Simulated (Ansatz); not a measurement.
For 3C-SiC, r²SCANh in Ansatz (PAW) gives:

```
Quantity                          Result
------------------------------  --------
equilibrium lattice constant a   4.348 Å
bulk modulus                     233 GPa
band gap at the measured cell    2.29 eV
TO(Γ) frequency                 808 cm⁻¹
elastic constant C11             422 GPa
elastic constant C44             266 GPa
polycrystal shear modulus        207 GPa
```

Question: What does Hartree–Fock (Ansatz, a first-principles code, PAW) give for the same quantities?

Answer: 
- lattice constant a: 4.366 Å (increases by 0.4 %)
- bulk modulus: 245 GPa (grows by 5.2 %)
- band gap at the measured cell: 8.66 eV (grows by 6.37 eV)
- zone-centre TO phonon frequency: 855 cm⁻¹ (increases by 5.8 %)
- elastic constant C11: 470 GPa (increases by 11 %)
- elastic constant C44: 295 GPa (goes up by 11 %)
- Voigt–Reuss–Hill shear modulus: 235 GPa (increases by 14 %)

For comparison: lattice constant a 4.346 Å (measured, static lattice: zero-point anharmonic expansion removed, our sources range from 4.341 to 4.348; as tabulated in Mejia-Rodriguez and Trickey (2018), arXiv:1807.09216); bulk modulus 229 GPa (measured, 0 K value with the zero-point phonon effect removed; as tabulated in Mejia-Rodriguez and Trickey (2018), arXiv:1807.09216); band gap 2.53 eV (measured, zero-point renormalisation of 0.11 eV added back here (the table's ZPR column); inputs from Chen et al. (2018), doi:10.1103/physrevmaterials.2.073803); zone-centre TO phonon frequency 796 cm⁻¹ (measured, temperature not stated, not corrected to a static lattice; as tabulated in Wang et al. (1996), arXiv:mtrl-th/9510002); elastic constant C11 390 GPa (measured, temperature not stated, not corrected to a static lattice; as tabulated in Råsander and Moram (2015), arXiv:1505.02379); elastic constant C44 256 GPa (measured, temperature not stated, not corrected to a static lattice; as tabulated in Råsander and Moram (2015), arXiv:1505.02379).

Changes are worked out from the printed values.

Unless a cell is named, each level is at its own relaxed cell (r²SCANh 10.28, Hartree–Fock 10.41 Å³/atom).

Density-functional gaps are differences of (generalised) Kohn–Sham levels.

Ansatz's density-functional and Hartree–Fock values are scalar-relativistic unless marked +SOC, with PAW data made under PBE.
